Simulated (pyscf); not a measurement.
**Hydrogen abstraction: H₃C–NH–CH₃ (SMILES CNC) + CH₃• (SMILES [CH3]) -> H₃C–N•–CH₃ (SMILES C[N]C) + CH₄ (SMILES C)**

Gas phase, doublet surface, charge 0. Bonds broken: N2–H7. Bonds formed: H7–C11. Structures and frequencies: ωB97X-D3(BJ)/def2-SVP in PySCF.

Transition state (Å):

```xyz
14

C     -1.8761     0.2382     0.5923
N     -0.5006    -0.1985     0.4700
C     -0.1522    -0.5489    -0.8913
H     -2.5471    -0.6241     0.4289
H     -2.0620     0.6179     1.6091
H     -2.1680     1.0240    -0.1365
H      0.1793     0.7531     0.7553
H     -0.4218     0.2250    -1.6412
H      0.9287    -0.7457    -0.9651
H     -0.6816    -1.4764    -1.1747
C      0.7715     2.0045     0.7802
H      0.4982     2.4102     1.7626
H      1.8433     1.7940     0.6735
H      0.3462     2.5653    -0.0622
```

One imaginary mode, 1917i cm⁻¹; descent along it reached the two sides named.

```json
[
 {"bond": "N2–H7", "change": "breaks", "reactant side (Å)": "1.018", "saddle": "1.204", "product side": "2.495"},
 {"bond": "H7–C11", "change": "forms", "reactant side (Å)": "2.469", "saddle": "1.385", "product side": "1.100"}
]
```

Electronic energies relative to the separated reactants (kJ/mol):

```json
[
 {"level": "ωB97X-D3(BJ)/def2-TZVP", "barrier": "34.8", "reaction energy": "-55.5", "reverse barrier": "90.3"},
 {"level": "PBE/def2-TZVP", "barrier": "6.0", "reaction energy": "-57.9", "reverse barrier": "64.0"},
 {"level": "r²SCAN/def2-TZVP", "barrier": "19.0", "reaction energy": "-54.2", "reverse barrier": "73.2"},
 {"level": "B3LYP-D3(BJ)/def2-TZVP", "barrier": "23.1", "reaction energy": "-55.6", "reverse barrier": "78.7"},
 {"level": "PBE0-D3(BJ)/def2-TZVP", "barrier": "22.7", "reaction energy": "-52.7", "reverse barrier": "75.4"},
 {"level": "M06-2X/def2-TZVP", "barrier": "37.6", "reaction energy": "-46.2", "reverse barrier": "83.8"},
 {"level": "ωB97M-D3(BJ)/def2-TZVP", "barrier": "38.8", "reaction energy": "-51.3", "reverse barrier": "90.1"},
 {"level": "HF/def2-TZVP", "barrier": "111.1", "reaction energy": "-55.4", "reverse barrier": "166.5"}
]
```

With ωB97M-D3(BJ)/def2-TZVP energies and thermal terms (ideal gas, 1 atm, RRHO with modes under 100 cm⁻¹ raised to 100, one conformer, R ln 2 for chiral ones without a mode under 150 cm⁻¹), in kJ/mol:

| T (K) | ΔH‡ | ΔG‡ | ΔH | ΔG |
|---|---|---|---|---|
| 298 | 31.1 | 69.6 | -51.3 | -51.3 |
| 600 | 32.4 | 108.3 | -52.7 | -50.8 |
| 900 | 35.5 | 145.6 | -53.4 | -49.7 |
| 1200 | 39.1 | 181.8 | -53.6 | -48.4 |

H₃C–NH–CH₃ lies 32.8 kJ/mol over its isomer H₃C–CH₂–NH₂ (electronic energy, ωB97M-D3(BJ)/def2-TZVP). H₃C–N•–CH₃ lies 42.8 kJ/mol over its isomer H₃C–CH•–NH₂ (electronic energy, ωB97M-D3(BJ)/def2-TZVP). One saddle was located; it need not be the lowest between these sides. The angle at the transferred H is 164°.
